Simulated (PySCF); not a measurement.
Give a GFN2-xTB geometry of InChI=1S/C6H12/c1-5-6(2,3)4/h5H,1H2,2-4H3.

Z-matrix in Å and degrees, rows numbered from 1:
```
C 
C   1  1.3192
C   2  1.5065  1  127.51
C   3  1.5346  2  107.95  1   120.87
C   3  1.5348  2  107.96  1  -121.02
C   3  1.5282  2  112.83  1    -0.06
H   1  1.0777  2  121.28  3  -179.99
H   1  1.0761  2  123.00  3    -0.05
H   2  1.0838  1  119.13  3  -179.96
H   4  1.0878  3  110.43  2   178.03
H   4  1.0879  3  110.71  2    57.95
H   4  1.0880  3  110.34  2   -62.00
H   5  1.0881  3  110.35  2    62.11
H   5  1.0879  3  110.41  2  -177.90
H   5  1.0880  3  110.72  2   -57.88
H   6  1.0874  3  110.77  2   -60.36
H   6  1.0875  3  110.79  2    60.51
H   6  1.0880  3  109.81  2  -179.91
```

The 5 C–C bonds span 1.319 Å (C1=C2, drawn double) to 1.535 Å (C3–C5, drawn single), a spread of 0.216 Å. Of the pairs four or more bonds apart, C6···H8 is among the closest relative to their van der Waals radii: 2.63 Å, 91 % of the sum of Bondi's values.

Computed geometry: GFN2-xTB, gas phase.

Point group: Cs (every atom within 0.08 Å of its image). Stationary, but not proved a minimum.
